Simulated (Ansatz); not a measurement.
Abridged output of a molecular run in Ansatz:

```
Functional definition: HF
1517 factors; integrals over basis functions are off by at most 9.7e-4 eV
mean field evaluation 1: about -10602.9905 eV, gradient 4.8e1 eV
mean field evaluation 2: about -10603.2549 eV, gradient 4.8e1 eV
mean field evaluation 4: about -10607.7722 eV, gradient 5.4e0 eV
mean field evaluation 8: about -10607.8711 eV, gradient 5.0e-1 eV
mean field evaluation 16: about -10607.8728 eV, gradient 2.9e-6 eV
mean field -10607.87277246 eV, -389.8321341135 hartree, gradient 2.9e-6 eV, S^2 0.000000; 0 other end points of the search recorded, 0 dependent functions left out
6 core orbitals not correlated: weight in the atoms' cores, before any rotation towards them, 1.000 or more for the frozen orbitals, at most 0.000 for the correlated occupied ones
reference -10607.87277246 eV, -389.8321341135 hartree; 18, 18 occupied and 218, 218 virtual orbitals, 1517 factors
second order -32.98178961 eV of doubles, -0.00000000 eV of singles
cycle   1  -32.67500504 eV  change    3.1e-1 eV  update   1.3e-1
cycle   2  -33.42931502 eV  change   -7.5e-1 eV  update   3.8e-2
cycle   3  -33.61812209 eV  change   -1.9e-1 eV  update   1.9e-2
cycle   4  -33.59809968 eV  change    2.0e-2 eV  update   4.5e-3
cycle   5  -33.59549996 eV  change    2.6e-3 eV  update   2.1e-3
cycle   6  -33.59747095 eV  change   -2.0e-3 eV  update   7.0e-4
cycle   7  -33.59743696 eV  change    3.4e-5 eV  update   2.5e-4
cycle   8  -33.59724124 eV  change    2.0e-4 eV  update   8.1e-5
cycle   9  -33.59726084 eV  change   -2.0e-5 eV  update   2.8e-5
perturbative correction -1.25044062 eV, -0.0459528454 hartree
Total energy: -10642.72047393 eV, -391.1127635219 hartree
```

Its atoms:

Z-matrix (Å, degrees):
```
C
C 1 1.493
H 1 1.090 2 109.0
H 1 1.089 2 109.8 3 120.3
H 1 1.089 2 109.8 3 -120.3
F 2 1.364 1 111.0 3 -58.9
F 2 1.364 1 111.0 3 59.1
C 2 1.532 1 115.9 3 -179.9
O 8 1.194 2 123.6 1 0.2
H 8 1.109 2 113.3 1 -179.8
```

**Question.** Which basis set was used?
A. def2-SVPD
B. def2-TZVPP
C. def2-TZVPPD
D. cc-pV(Q+d)Z

**Answer.** B. It gives 242 functions.

**Question.** Write the keys of the input that set method, charge and spin (a neutral closed shell needs none for the last two).

**Answer.** 
```yaml
correlation: {method: ccsd_t}
```
